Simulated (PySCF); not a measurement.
# Which basis set comes closest?

Molecule: SMILES FC(Cl)(Cl)Cl, CCl$_{3}$F.

Mapped SMILES: `[F:1][C:2]([Cl:3])([Cl:4])[Cl:5]`.

Geometry PBE0-D3(BJ)/def2-SVP throughout; GIAO in PySCF, gas phase, one conformer, non-relativistic; equivalent atoms averaged; functional PBE0.

Reference values (CCSD(T)/cc-pVQZ; gas (isolated, no vibration); M. Maurer, PhD thesis, LMU Munich (Maurer, Ochsenfeld, JCTC 2015 SI; set of Flaig et al., JCTC 2014, 10, 572)): σ(F1) = 213.0 ppm.

Task: How do the basis sets STO-3G, 6-31G, pcSseg-0, 6-31G*, def2-SVP, cc-pVDZ, pcSseg-1, aug-cc-pVDZ, 6-311+G(2d,p), cc-pVTZ, def2-TZVP, pcSseg-2, IGLO-III perform against the reference? Times are CPU seconds on shared hosts with different chips, so compare them loosely.

Result: 
```
    basis set  functions     F1  abs. error F  core-s
       STO-3G         37  304.4          91.4     1.7
        6-31G         57  177.4          35.6     3.5
     pcSseg-0         57  178.4          34.6     2.9
       6-31G*         82  198.9          14.1     4.8
     def2-SVP         82  214.6           1.6     4.1
      cc-pVDZ         82  200.9          12.1     4.6
     pcSseg-1        106  177.2          35.8     4.5
  aug-cc-pVDZ        127  194.1          18.9     7.5
6-311+G(2d,p)        159  174.8          38.2      10
      cc-pVTZ        162  182.6          30.4      11
    def2-TZVP        173  178.9          34.1      12
     pcSseg-2        201  175.8          37.2      13
     IGLO-III        202  174.6          38.4      12
```

For 19F the closest is def2-SVP (1.6 ppm) and the furthest STO-3G (91.4 ppm). Where a smaller basis beats a larger one, errors probably cancel; the largest sets show where the functional converges. One molecule is a small sample, and the reference may use another geometry.

A small basis that lands close on one nucleus may do so by chance; judge by the trend and by all nuclei.
